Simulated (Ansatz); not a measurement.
**Where CCSD(T) holds and where it slips**

Each species is computed at the geometry given (Å), with frozen cores, in Ansatz 0.2.0: RHF-CCSD(T) for singlets, UHF-CCSD(T) otherwise, and full CI in the same basis. The program picks the determinant by trial CCSD, so it needn't be the lowest Hartree–Fock solution. States: GaH4⁺ A1, BH2⁺ Σg⁺ or Δg, HSiP Σ⁺ or Δ. Cases whose determinant has another symmetry than full CI's state, or whose (Q) step broke down, weren't drawn. No relativity is included.

Task: Judging by size, spin and bonding and the diagnostics given, rank them by the size of CCSD(T)'s error in total energy against full CI in the same basis, smallest first (an estimate).
A. GaH4⁺, singlet, cc-pVDZ: Ga 0.000 0.000 -0.055; H 0.000 1.521 -0.198; H 0.000 0.383 2.107; H 0.000 -1.521 -0.198; H 0.000 -0.383 2.107. T1 0.008, (T) -24 meV in a correlation energy of -2.82 eV
B. HSiP, singlet, 6-31G: Si 0.000 0.000 0.283; P 0.000 0.000 -2.050; H 0.000 0.000 1.766. T1 0.050, (T) -252 meV in a correlation energy of -4.79 eV
C. BH$_{2}$⁺, singlet, aug-cc-pVTZ: B 0.000 0.000 0.000; H 0.000 0.000 -1.786; H 0.000 0.000 1.786. T1 0.018, (T) -75 meV in a correlation energy of -3.03 eV

Result: A (9.1 meV), C (30.0 meV), B (80.7 meV).

```csv
species,basis,correlated electrons,CCSD(T) − full CI (meV),CCSDT(Q) − full CI (meV),unpaired electrons (full CI),T1,⟨S²⟩ of the determinant
"GaH4⁺, singlet",cc-pVDZ,6,9.1,0.2,0.03,0.008,0.00
"BH2⁺, singlet",aug-cc-pVTZ,4,30.0,1.0,0.16,0.018,0.00
"HSiP, singlet",6-31G,10,80.7,-2.3,0.60,0.050,0.00
```

Unpaired electrons are Σ n²(2−n)² over natural occupations; an open shell counts its own unpaired electrons too. Frozen cores follow each run's orbitals, which moves totals by a few meV.
